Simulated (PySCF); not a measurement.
Ionisation energies (eV) were calculated with PySCF 2.14 by MP2 (valence), UHF, LDA, in another order, as differences of total energies without spin-orbit coupling. The measured values are between term centres (NIST).

```
                                                                                 species  measured       A      B       C
    P (x2c-QZVPPall with one added diffuse shell each of s, p, d, f type, spin-free X2C)    10.526  10.565  9.893  10.508
    S (x2c-QZVPPall with one added diffuse shell each of s, p, d, f type, spin-free X2C)    10.336  10.553  9.221  10.074
Cr (x2c-QZVPPall with one added diffuse shell each of s, p, d, f, g type, spin-free X2C)     6.767   7.593  6.008   6.524
   Ga (x2c-QZVPPall with one added diffuse shell each of s, p, d, f type, spin-free X2C)     5.931   6.046  5.530   5.760
   Ge (x2c-QZVPPall with one added diffuse shell each of s, p, d, f type, spin-free X2C)     7.925   8.011  7.402   7.777
Pd (x2c-QZVPPall with one added diffuse shell each of s, p, d, f, g type, spin-free X2C)     8.512   9.299  6.250   8.746
   Sn (x2c-QZVPPall with one added diffuse shell each of s, p, d, f type, spin-free X2C)     7.389   7.423  6.849   7.175
   Sb (x2c-QZVPPall with one added diffuse shell each of s, p, d, f type, spin-free X2C)     9.124   9.128  8.572   9.010
```

Problem. Which column is which method?

Solution. A is LDA (mean error 0.26 eV); B is UHF (mean error -0.85 eV); C is MP2 (valence) (mean error -0.12 eV). LDA overbinds the outer electron and comes out highest. Hartree-Fock lacks the correlation of the electron removed and comes out lowest. Valence MP2 in a finite basis recovers only part of the missing correlation, so it stays below experiment on average.
